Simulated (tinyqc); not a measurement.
Worked calculation: extended Hueckel theory, for LiH. Computed by tinyqc, a small Python program that keeps every step (integrals from PySCF). Settings: charge = 0, K = 1.5, multiplicity = 1. Command: `OMP_NUM_THREADS=1 python tinyqc.py 28678 28679 out.jsonl` (the two numbers bound the seeds that draw the settings). One thread of a shared host (Intel(R) Xeon(R) Processor @ 2.60GHz), about 0.01 s of CPU time with the checks.

## Overlaps

Geometry (angstrom):
```
atom         x         y         z
Li    0.000000  0.000000  0.000000
H     0.000000  0.000000  1.613000
```

Parameters chosen for this run:
```
element  shell  Slater exponent   H_ii (eV)
Li          2s         0.650000   -5.400000
Li          2p         0.650000   -3.500000
H           1s         1.300000  -13.600000
```

Slater orbitals, each expanded in six Gaussians scaled to its exponent.

overlap S, order 1Li 2s, 1Li 2px, 1Li 2py, 1Li 2pz, 2H 1s:
$$\begin{pmatrix}
1.000000 & 0.000000 & 0.000000 & 0.000000 & 0.357886 \\
0.000000 & 1.000000 & 0.000000 & 0.000000 & 0.000000 \\
0.000000 & 0.000000 & 1.000000 & 0.000000 & 0.000000 \\
0.000000 & 0.000000 & 0.000000 & 1.000000 & 0.479262 \\
0.357886 & 0.000000 & 0.000000 & 0.479262 & 1.000000
\end{pmatrix}$$

## Wolfsberg-Helmholz matrix

diagonal H_ii (eV): 1Li 2s -5.400000, 1Li 2px -3.500000, 1Li 2py -3.500000, 1Li 2pz -3.500000, 2H 1s -13.600000

K = 1.500000

H_ij = K' S_ij (H_ii + H_jj)/2 for i != j (the diagonal keeps H_ii), with K' = 1.5.

H (eV), order 1Li 2s, 1Li 2px, 1Li 2py, 1Li 2pz, 2H 1s:
$$\begin{pmatrix}
-5.400000 & 0.000000 & 0.000000 & 0.000000 & -5.099870 \\
0.000000 & -3.500000 & 0.000000 & 0.000000 & 0.000000 \\
0.000000 & 0.000000 & -3.500000 & 0.000000 & 0.000000 \\
0.000000 & 0.000000 & 0.000000 & -3.500000 & -6.146535 \\
-5.099870 & 0.000000 & 0.000000 & -6.146535 & -13.600000
\end{pmatrix}$$

## Orbitals

valence electrons = 2

Solve H C = S C e through S^(-1/2); fill by pairs from the bottom, a degenerate level sharing its electrons equally; each orbital has its largest coefficient positive (the first on a tie).

orbital energies (eV): [-13.620537, -4.826941, -3.500000, -3.500000, 0.900014]

occupations: [2.000000, 0.000000, 0.000000, 0.000000, 0.000000]

coefficients, order 1Li 2s, 1Li 2px, 1Li 2py, 1Li 2pz, 2H 1s:
$$\begin{pmatrix}
0.027602 & 0.902347 & 0.000000 & 0.000000 & 0.620035 \\
0.000000 & 0.000000 & -0.112842 & 0.993613 & 0.000000 \\
0.000000 & 0.000000 & 0.993613 & 0.112842 & 0.000000 \\
-0.037946 & -0.442937 & 0.000000 & 0.000000 & 1.077041 \\
1.007240 & -0.153333 & 0.000000 & 0.000000 & -0.720444
\end{pmatrix}$$

sum of one-electron energies = -27.241074 eV

Within a degenerate level the vectors are fixed only up to a rotation; this is one choice.

## Mulliken analysis

P = C n C^T; charge = valence electrons (Li 1, H 1) minus the sum of (P S)_ii on the atom; overlap population = 2 sum P_ij S_ij between two atoms.

charges: 1Li 1.012332, 2H -1.012332

Overlap populations:
```
pair      value
2-1   -0.033470
```
